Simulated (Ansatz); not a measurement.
**BPH4 (SMILES BP): methods side by side**

The species is BPH4 (6 atoms), meant as a singlet with charge 0. SMILES: `BP`. The shape is that of a GFN2-xTB optimisation.

```xyz
6

B     0.0027   -0.8680    0.1189
P     0.3787    0.9288    0.2596
H    -0.7775   -1.3512    0.8429
H     0.6592   -1.5409   -0.5759
H     0.5991    1.3191   -1.0437
H    -0.8623    1.5122    0.3982
```

Quantity: the energy change with the P2–H5 bond stretched from 1.378 to 2.067 Å, in eV. The values are calculated.

```csv
level,kind,program,value (eV),less FCI/STO-3G,CPU time (all runs)
BLYP/STO-3G (restricted),GGA,Ansatz,2.42,-0.06,1.3 s
r2SCAN/STO-3G (restricted),meta-GGA,Ansatz,2.72,+0.24,2.7 s
wB97X/STO-3G (restricted),range-separated hybrid,Ansatz,3.07,+0.59,5.6 s
B2PLYP/STO-3G (restricted),double hybrid,Ansatz,2.88,+0.40,2 s
MP2/STO-3G (restricted),perturbation theory,Ansatz,3.02,+0.54,0.19 s
CCSDT/STO-3G (restricted),coupled cluster or CI,Ansatz,2.49,+0.01,0.45 s
CCSDTQ/STO-3G (restricted),coupled cluster or CI,Ansatz,2.48,0.00,4.8 s
FCI/STO-3G,exact in the basis,Ansatz,2.48,0.00,6.2 s
```

FCI/STO-3G is exact within its basis and frozen core, so for wave-function methods in that basis the difference is their error; functionals converge differently with the basis, so for them it is only a difference. The first shape isn't each level's own minimum. The values span 2.42 to 3.07 eV. All rows use very small basis sets, so none should be taken for the real molecule's value. In so small a basis fixed costs decide the times, and correlated methods can beat functionals. CPU times are rough (shared hosts, several kinds of processor and program).
